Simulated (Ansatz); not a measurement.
# Strength of the C–C bond: C5H8O → C3H5 + C2H3O

Species: C5H8O (cyclopropyl methyl ketone) `CC(=O)C1CC1`, singlet; C3H5 (cyclopropyl) `[CH]1CC1`, doublet; C2H3O (acetyl radical) `C[C]=O`, doublet. 

Shapes, held fixed at every level: PBE0-D4/def2-TZVP. Flexible molecules stand in one conformer, not always the lowest. Programs: Ansatz 0.2.0. The zero-point and thermal change to 298 K, harmonic and unscaled (PBE0-D4/def2-TZVP), is -19.0 kJ/mol.

```csv
level,kind,ΔH(298 K) (kJ/mol),less CCSD(T)/CBS estimate
HF/def2-TZVPP,Hartree–Fock,+284.8,-116.4
r2SCAN-D4/def2-TZVPP,meta-GGA,+370.8,-30.4
r2SCAN0-D4/def2-TZVPP,global hybrid,+373.1,-28.1
wB97M-V/def2-TZVPP,range-separated hybrid,+399.6,-1.6
MP2/def2-SVP,perturbation theory,+413.6,+12.4
CCSD(T)/def2-TZVPP,coupled cluster or CI,+394.7,-6.5
CCSD/def2-TZVPP,coupled cluster or CI,+385.2,-16.0
CCSD(T)/CBS estimate,coupled cluster or CI,+401.2,0.0
```

The highest level, CCSD(T)/CBS estimate, gives ΔH(298 K) = +401.2 kJ/mol; the levels span +284.8 to +413.6. The column of differences is taken from that level and isn't an error. Hartree–Fock misses the correlation of the pair that is broken and comes out low. No measured value is set beside it here. Open shells run unrestricted unless RO is named. The CBS estimate extrapolates MP2 from def2-TZVPP and def2-QZVPP and adds CCSD(T) − MP2 in the triple-zeta set, cores frozen.
